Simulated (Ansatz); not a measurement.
A nudged elastic band was laid between two geometries of CH5B + H2 (9 atoms, charge 0, multiplicity 1).

The calculation used RKS revPBE/def2-TZVP (Ansatz 0.2.0).

```json
{
 "movable images": "5",
 "climbing image": "yes",
 "spring": "5.0 eV/Å²",
 "optimiser": "quadratic models (default)",
 "start path": "through a guess of the saddle point",
 "force threshold": "0.03 eV/Å",
 "iteration limit": "60",
 "end points": "relaxed"
}
```

First end point:

```xyz
9
Properties=species:S:1:pos:R:3
B 0.067 0.480 0.428
C 0.071 0.548 1.987
H -0.878 0.275 2.472
H 0.912 0.036 2.478
H 0.215 1.631 2.204
H 1.095 0.348 -0.190
H -0.955 0.626 -0.196
H -0.432 -3.207 -0.186
H -0.444 -3.310 0.556
```

Last end point:

```xyz
9
Properties=species:S:1:pos:R:3
B -0.071 -0.458 -1.190
C -0.014 -0.148 2.863
H -0.932 0.085 3.417
H 0.829 -0.221 3.562
H 0.185 0.651 2.136
H 1.027 0.028 -1.240
H -1.042 0.248 -1.204
H -0.197 -1.651 -1.129
H -0.136 -1.105 2.339
```

(1) Which bonds break or form, and what moves?

(2) What energy profile does the band end with?

(3) What is the geometry of the highest image?

(4) What are the harmonic wavenumbers there?

Results:

(1) Bonds broken: B1–C2, H8–H9. Bonds formed: B1–H8, C2–H9. CH5B + H2 becomes BH3 + CH4.

(2) The run converged. The highest image is number 3 of 0 to 6, 0.50 eV above the first end and 0.62 eV above the last; the last end lies 0.13 eV below the first. A vibrational analysis at the climbing image gives one clearly imaginary mode, 972i cm⁻¹: a first-order saddle point. The orbitals stay closed-shell, which can raise the energy where a bond breaks towards radicals; this wasn't checked here.

```tsv
image	path coordinate (Å)	energy (eV)	B1–C2 (Å)	H8–H9 (Å)	B1–H8 (Å)
0	0.00	0.00	1.56	0.75	3.77
1	1.09	0.02	1.56	0.75	2.86
2	2.18	0.08	1.58	0.76	1.95
3	3.27	0.50	1.79	1.13	1.28
4	4.36	-0.09	2.65	2.00	1.20
5	5.46	-0.12	3.37	2.69	1.20
6	6.55	-0.13	4.06	3.51	1.20
```

(3) 
```xyz
9
Properties=species:S:1:pos:R:3
B -0.031 -0.273 0.168
C -0.017 -0.063 1.948
H -0.959 -0.269 2.475
H 0.823 -0.514 2.496
H 0.133 1.022 1.938
H 1.074 -0.019 -0.226
H -1.031 0.250 -0.240
H -0.190 -1.524 -0.042
H -0.151 -1.181 1.035
```

(4) 972i, 196, 588, 660, 863, 953, 975, 1019, 1103, 1122, 1221, 1272, 1436, 1449, 2185, 2395, 2550, 2624, 2985, 3062, 3081 cm⁻¹.

The run took 62 s on 2 threads of Arm Neoverse V2, on a shared host, peak memory 0.14 GiB.
